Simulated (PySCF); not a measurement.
C6H6, SMILES c1ccccc1. Geometry: r2SCAN-D4/def2-SVP.

Problem. Give the equilibrium geometry at r2SCAN-D4/def2-SVP (PySCF confirms it by a frequency run) as bond lengths and angles, and its point group. (Estimate from the structure and the level; the computed values follow.)

Solution. point group D6h.
Atoms: C1 C2 C3 C4 C5 C6 H7 H8 H9 H10 H11 H12. Bond lengths (Å): C1–C2 1.399, C1–C6 1.399, C1–H7 1.094, C2–C3 1.399, C2–H8 1.094, C3–C4 1.399, C3–H9 1.094, C4–C5 1.399, C4–H10 1.094, C5–C6 1.399, C5–H11 1.094, C6–H12 1.094. Bond angles (°): C2–C1–C6 120.0, C2–C1–H7 120.0, C6–C1–H7 120.0, C1–C2–C3 120.0, C1–C2–H8 120.0, C3–C2–H8 120.0, C2–C3–C4 120.0, C2–C3–H9 120.0, C4–C3–H9 120.0, C3–C4–C5 120.0, C3–C4–H10 120.0, C5–C4–H10 120.0, C4–C5–C6 120.0, C4–C5–H11 120.0, C6–C5–H11 120.0, C1–C6–C5 120.0, C1–C6–H12 120.0, C5–C6–H12 120.0.
